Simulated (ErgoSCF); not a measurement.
# OH− (hydroxide), step by step

Aim: the energy (BHLYP/cc-pVDZ), then a single-point energy (BHLYP/aug-cc-pVDZ), then a single-point energy (BHLYP/aug-cc-pVTZ), then a single-point energy (BHLYP/aug-cc-pVQZ) of OH− (hydroxide). 

Program for the calculation: ErgoSCF 3.8.

### Step 1. The system as given

OH− has 2 atoms, charge -1, and is taken as a singlet. SMILES: `[OH-]`. Geometry: relaxed at PBE0-D4/def2-TZVPD.

Bond lengths: O1–H2 0.964 Å.

### Step 2. A single-point energy at BHLYP/cc-pVDZ (run 1)

input.ego

```
set_nthreads(1)
tmpdir = "."
scf.convergence_threshold = 1e-06
charge = -1
spin_polarization = 0
basis = "cc-pVDZ"
scf.output_mulliken_pop = 1
scf.max_number_of_iterations = 70
scf.use_diagonalization = 1
molecule_inline Angstrom
O  0.411800 -0.131800 0.212500
H  -0.411800 0.131800 -0.212500
EOF
run "BHandHLYP"
```

The basis set cc-pVDZ is read from a file made from the Basis Set Exchange's data (not shown).

Run with:

```console
$ ergo input.ego
```

Output:

```text
[...]
INDF Weighted mixed functional:
[...]
INSC Energy   1 =        -31.93514939531
[...]
INDE E_LUMO =          0.42099939168
[...]
INSC Energy  16 =        -75.68320196724  ( diff     -0.000000000166906 )
[...]
RESC CONVERGED after  16 iterations.
RESC FINAL ENERGY:        -75.68320196724
[...]
INSC SCF: dipole_moment_x [atomic units] =      -1.02170486
INSC SCF: dipole_moment_y [atomic units] =       0.32700524
INSC SCF: dipole_moment_z [atomic units] =      -0.52722699
[...]
```

It took 0.99 s on 1 thread of Arm Neoverse V2, shared host; peak memory 0.26 GiB.

### Step 3. The energy at BHLYP/aug-cc-pVDZ (run 2)

input.ego, as its differences from that of step 2:

```diff
@@ -5,3 +5,3 @@
 spin_polarization = 0
-basis = "cc-pVDZ"
+basis = "aug-cc-pVDZ"
 scf.output_mulliken_pop = 1
```

The basis set aug-cc-pVDZ is read from a file made from the Basis Set Exchange's data (not shown).

Run with:

```console
$ ergo input.ego
```

Output:

```text
[...]
INDF Weighted mixed functional:
[...]
INSC Energy   1 =        -25.58979205347
[...]
INDE E_LUMO =          0.17021941701
[...]
INSC Energy  23 =        -75.76560370770  ( diff     -0.000000000004761 )
[...]
RESC CONVERGED after  23 iterations.
RESC FINAL ENERGY:        -75.76560370770
[...]
INSC SCF: dipole_moment_x [atomic units] =      -1.09873883
INSC SCF: dipole_moment_y [atomic units] =       0.35166042
INSC SCF: dipole_moment_z [atomic units] =      -0.56697825
[...]
```

Wall time 2.5 s (1 thread of Arm Neoverse V2, shared host); peak memory 0.26 GiB.

### Step 4. The energy at BHLYP/aug-cc-pVTZ (run 3)

input.ego, as its differences from that of step 3:

```diff
@@ -5,3 +5,3 @@
 spin_polarization = 0
-basis = "aug-cc-pVDZ"
+basis = "aug-cc-pVTZ"
 scf.output_mulliken_pop = 1
```

The basis set aug-cc-pVTZ is read from a file made from the Basis Set Exchange's data (not shown).

Run with:

```console
$ ergo input.ego
```

Output:

```text
[...]
INDF Weighted mixed functional:
[...]
INSC Energy   1 =        -12.21635817426
[...]
INDE E_LUMO =          0.15613765211
[...]
INSC Energy  12 =        -75.78337848534  ( diff     -0.000000000002416 )
[...]
RESC CONVERGED after  12 iterations.
RESC FINAL ENERGY:        -75.78337848534
[...]
INSC SCF: dipole_moment_x [atomic units] =      -1.08823354
INSC SCF: dipole_moment_y [atomic units] =       0.34829801
INSC SCF: dipole_moment_z [atomic units] =      -0.56155912
[...]
```

Run time: 13 s. Hardware: 1 thread of Arm Neoverse V2, shared host; peak memory 0.26 GiB.

### Step 5. The energy at BHLYP/aug-cc-pVQZ (run 4)

input.ego, as its differences from that of step 4:

```diff
@@ -5,3 +5,3 @@
 spin_polarization = 0
-basis = "aug-cc-pVTZ"
+basis = "aug-cc-pVQZ"
 scf.output_mulliken_pop = 1
```

The basis set aug-cc-pVQZ is read from a file made from the Basis Set Exchange's data (not shown).

Run with:

```console
$ ergo input.ego
```

Output:

```text
[...]
INDF Weighted mixed functional:
[...]
INSC Energy   1 =          3.81732347840
[...]
INDE E_LUMO =          0.14984436254
[...]
INSC Energy  15 =        -75.78864547939  ( diff     -0.000000001189562 )
[...]
RESC CONVERGED after  15 iterations.
RESC FINAL ENERGY:        -75.78864547939
[...]
INSC SCF: dipole_moment_x [atomic units] =      -1.08416446
INSC SCF: dipole_moment_y [atomic units] =       0.34699607
INSC SCF: dipole_moment_z [atomic units] =      -0.55945755
[...]
```

Run time: 3.6 min. Hardware: 1 thread of Arm Neoverse V2, shared host; peak memory 0.34 GiB.

### Step 6. Overview of the runs

```
run              level  energy (Eh)  wall time
  1      BHLYP/cc-pVDZ   -75.683202     0.99 s
  2  BHLYP/aug-cc-pVDZ   -75.765604      2.5 s
  3  BHLYP/aug-cc-pVTZ   -75.783378       13 s
  4  BHLYP/aug-cc-pVQZ   -75.788645    3.6 min
```

Convergence of the total energy of singlet OH− with the basis set, against the last point:

| basis set | from the last (mEh) | wall time |
| --- | --- | --- |
| cc-pVDZ | +105.444 | 0.99 s |
| aug-cc-pVDZ | +23.042 | 2.5 s |
| aug-cc-pVTZ | +5.267 | 13 s |
| aug-cc-pVQZ | +0.000 | 3.6 min |

### Step 7. Outcome

```
                              quantity         value
run 4, BHLYP/aug-cc-pVQZ: total energy  -75.78865 Eh
```

For the total energy of singlet OH− to stay within 10 mEh of the last point, aug-cc-pVTZ is the first point of the series from which all later ones do (13 s against 3.6 min). Over the runs the total energy spans 2.869 eV. All runs together took 3.9 min, the longest 3.6 min.
